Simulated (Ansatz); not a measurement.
# C2H7NS: how energies converge with the basis set

One table from this session's results is given with a row withheld; the runs are named, their logs left out.

The runs use Ansatz 0.2.0, Gaussian basis; one geometry, several basis sets.

Levels to be run: PBE0-D4/def2-SVP; ωB97M-V/def2-SVP; PBE0-D4/def2-QZVPP; ωB97M-V/def2-QZVPP; the functionals' def2-TZVPP values are taken from earlier runs.

## The relaxed structure

All runs share one geometry, relaxed beforehand with PBE0-D4 in a triple-zeta def2 set.

SMILES `CC(N)S`, 11 atoms, charge 0, spin multiplicity 1.

Atoms are counted from 1 here; the program's logs count them from 0.

Bond lengths: C1–C2 1.518 Å, C1–H5 1.093 Å, C1–H6 1.093 Å, C1–H7 1.095 Å, C2–N3 1.445 Å, C2–S4 1.830 Å, C2–H8 1.093 Å, N3–H9 1.014 Å, N3–H10 1.012 Å, S4–H11 1.342 Å. Angles: C2–C1–H5 111.9°, C2–C1–H6 110.5°, C2–C1–H7 109.6°, H5–C1–H6 108.3°, H5–C1–H7 107.9°, H6–C1–H7 108.6°, C1–C2–N3 115.6°, C1–C2–S4 111.9°, C1–C2–H8 109.6°, N3–C2–S4 104.7°, N3–C2–H8 107.1°, S4–C2–H8 107.5°, C2–N3–H9 110.5°, C2–N3–H10 110.6°, H9–N3–H10 108.3°, C2–S4–H11 96.9°.

Set-up of the first run:

Input file in.yaml:

```yaml
crystal:
  periodic: [false, false, false]
  atoms:
    - {symbol: C, position_ang: [-0.744219, -0.592749, 0.513359]}
    - {symbol: C, position_ang: [0.033569, 0.361794, -0.374383]}
    - {symbol: N, position_ang: [1.013870, 1.181964, 0.300394]}
    - {symbol: S, position_ang: [0.979171, -0.525223, -1.665981]}
    - {symbol: H, position_ang: [-1.494358, -1.153399, -0.049745]}
    - {symbol: H, position_ang: [-0.068390, -1.306346, 0.991193]}
    - {symbol: H, position_ang: [-1.263208, -0.027880, 1.294239]}
    - {symbol: H, position_ang: [-0.659052, 1.038740, -0.881268]}
    - {symbol: H, position_ang: [1.624481, 0.608835, 0.871343]}
    - {symbol: H, position_ang: [0.560169, 1.859471, 0.900373]}
    - {symbol: H, position_ang: [0.083368, -1.502210, -1.878824]}
basis:
  gaussian: {orbitals: def2-SVP}
hamiltonian: {xc: pbe0, dispersion: d4}
output: {orbitals: {seedname: orbitals}}
```

Command:

```
$ ansatz run in.yaml --threads 2 --pin off --events-out ev --progress --plain --max-ram 4352MiB
```

Among the steps run: PBE0-D4 in def2-SVP; ωB97M-V in def2-SVP; PBE0-D4 in def2-QZVPP; ωB97M-V in def2-QZVPP.

One of the session's tables, all rows but one given; the rest of the session is left out.

It belongs to the step «Density functionals: the series». 

| functional | basis | HOMO (eV) | LUMO (eV) |
| --- | --- | --- | --- |
| PBE0-D4 | def2-SVP | ? | ? |
| PBE0-D4 | def2-TZVPP | -6.70 | 0.47 |
| PBE0-D4 | def2-QZVPP | -6.75 | 0.22 |
| ωB97M-V | def2-SVP | -8.74 | 2.86 |
| ωB97M-V | def2-TZVPP | -8.96 | 2.11 |
| ωB97M-V | def2-QZVPP | -9.02 | 1.59 |

**Question.** Estimate the row for PBE0-D4, def2-SVP.

The run gave: HOMO (eV): -6.49; LUMO (eV): 1.00. In the column «HOMO (eV)» it is the highest.
